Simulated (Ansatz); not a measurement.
Reaction (SMILES): O=C(N)C + H+ -> CC(=[OH+])N (at O, the best of the heteroatom sites tried; carbon was not tried)

Wanted: proton affinity (electronic), in kcal/mol. Positive where the reaction releases energy. Terms: non-relativistic; LANL2DZ all-electron up to Ne; 6-31G* and kin with 6d, 5d where marked; dispersion terms only where a functional's name holds one; 6-311+G** with 5d; valence correlation only; no spin-orbit coupling. CBS(X,Y): correlation extrapolated as X^-3; Hartree-Fock from the larger set. The bracket is a focal-point correction in the basis named. Ab initio and DFT rows: single points at B3LYP-D3(BJ) geometries (Ansatz, a quantum-chemistry and plane-wave program).

Coupled cluster (Ansatz) is a level with limits of its own, used here on species with T1 under 0.025 (0.045 for open shells) and stable references: RI-MP2/CBS(cc-pVTZ,cc-pVQZ)+[CCSD(T)-MP2]/cc-pVTZ.

Value to compare with, RI-MP2/CBS(cc-pVTZ,cc-pVQZ)+[CCSD(T)-MP2]/cc-pVTZ (Ansatz): 212.7 kcal/mol.

| level | program | proton affinity (electronic) (kcal/mol) | difference |
|---|---|---|---|
| PBE/STO-3G | Ansatz | 259.8 | 47.1 |
| PBE/3-21G | Ansatz | 215.8 | 3.1 |
| PBE/LANL2DZ | Ansatz | 209.4 | -3.3 |
| PBE/6-31G* | Ansatz | 213.3 | 0.6 |
| PBE/def2-SVP | Ansatz | 215.1 | 2.4 |
| PBE/6-311+G** | Ansatz | 209.8 | -2.9 |
| PBE/def2-TZVPD | Ansatz | 211.2 | -1.5 |

Among the 6 habitual levels, PBE/STO-3G lies farthest from RI-MP2/CBS(cc-pVTZ,cc-pVQZ)+[CCSD(T)-MP2]/cc-pVTZ (Ansatz) (47.1 kcal/mol) and PBE/6-31G* nearest (0.6); 4 of 6 lie above it, and their mean absolute difference is 9.9 kcal/mol, the median 3.0. One case shows no general order.

The sets are all those run for this method; runs whose electronic state is in doubt are left out.
